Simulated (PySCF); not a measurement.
**CO, singlet: the ladder up to full CI**

Geometry: MP2(full)/6-31G*, from the G2/97 set.

```json
{"atom": "O", "x (Å)": "0.0000", "y (Å)": "0.0000", "z (Å)": "0.0000"}
{"atom": "C", "x (Å)": "0.0000", "y (Å)": "0.0000", "z (Å)": "1.1503"}
```

Basis 6-31G; PySCF 2.14.0. Only valence electrons are correlated (noble-gas cores frozen), which leaves 10 electrons in 16 orbitals. Prefix R: restricted or restricted open-shell reference.

Full CI is exact within this basis and frozen core; it isn't the basis-set limit.

* T1 diagnostic (ROHF- or RHF-based CCSD): 0.0225
* largest doubles amplitude (ROHF- or RHF-based CCSD): 0.087

```json
{"level": "RHF", "E − E(full CI) (kJ/mol)": "577.9", "share of correlation (%)": "0.00", "wall time": "–"}
{"level": "RMP2", "E − E(full CI) (kJ/mol)": "15.8", "share of correlation (%)": "97.26", "wall time": "–"}
{"level": "RCCSD", "E − E(full CI) (kJ/mol)": "26.5", "share of correlation (%)": "95.41", "wall time": "–"}
{"level": "RCCSD(T)", "E − E(full CI) (kJ/mol)": "3.4", "share of correlation (%)": "99.42", "wall time": "0.19 s"}
{"level": "RCCSDT", "E − E(full CI) (kJ/mol)": "2.1", "share of correlation (%)": "99.63", "wall time": "–"}
{"level": "RCCSDT(Q)", "E − E(full CI) (kJ/mol)": "-0.1", "share of correlation (%)": "100.02", "wall time": "1.4 s"}
```

The correlation energy at full CI, counted from RHF, is -5.989 eV. Full CI, over all symmetries tried, took 2.5 min on 1 thread of Arm Neoverse V1, shared host; the state has 4,777,056 determinants.

Times are those of the correlated step on a shared host, with one SCF added for the restricted CCSD run; they ran on 1 thread of Arm Neoverse V1.

The full-CI state has the irrep A1 of C2v, in the program's axes (one component, if the state is degenerate).

Natural occupations of full CI about the gap: 1.989 1.975 1.951 1.940 1.940 0.069 0.069 0.024 0.013 0.009; effectively unpaired electrons, Σ n²(2−n)², 0.08.

Atomization energy (electronic, same basis, no zero-point term; atoms at the same level, unrestricted beside the R rows where the molecule is a closed shell; the atoms' step beyond CCSDT comes from their full CI) at full CI: 873.1 kJ/mol. Errors of other levels:

| level | error (kJ/mol) |
| --- | --- |
| RHF | -326.5 |
| RMP2 | 43.5 |
| RCCSD | -24.2 |
| RCCSD(T) | -2.7 |
| RCCSDT | -2.1 |
| RCCSDT(Q) | 0.1 |

This basis is far from its limit, so the value isn't to be set against a measured one.
